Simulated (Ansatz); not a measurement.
A run of Ansatz (development build ahead of 0.2.0) on singlet H₂F₂ in separate pieces at this shape:

```
atom    x (Å)    y (Å)   z (Å)
   F   0.0000   0.7100  3.8000
   F   0.0000  -0.7100  3.8000
   H   0.3700   0.0000  0.0000
   H  -0.3700   0.0000  0.0000
```

Its results:

| Item | Value |
| --- | --- |
| Converged | yes |
| Total energy | -199.81358 hartree |
| Spin squared of the determinant | 0.000 |

Problem. Which input gives this output? Name the method, the orbitals and the basis set, and write the input.

Solution. RHF in cc-pVDZ. An unrestricted run that stays on the closed shell gives the same numbers.

```yaml
crystal:
  periodic: [false, false, false]
  atoms:
    - { symbol: F, position_ang: [0.0, 0.71, 3.8] }
    - { symbol: F, position_ang: [0.0, -0.71, 3.8] }
    - { symbol: H, position_ang: [0.37, 0.0, 0.0] }
    - { symbol: H, position_ang: [-0.37, 0.0, 0.0] }
basis:
  gaussian: { orbitals: cc-pVDZ }
hamiltonian:
  xc: hf
```

Caution: no unrestricted run beside it, a lower state can exist.
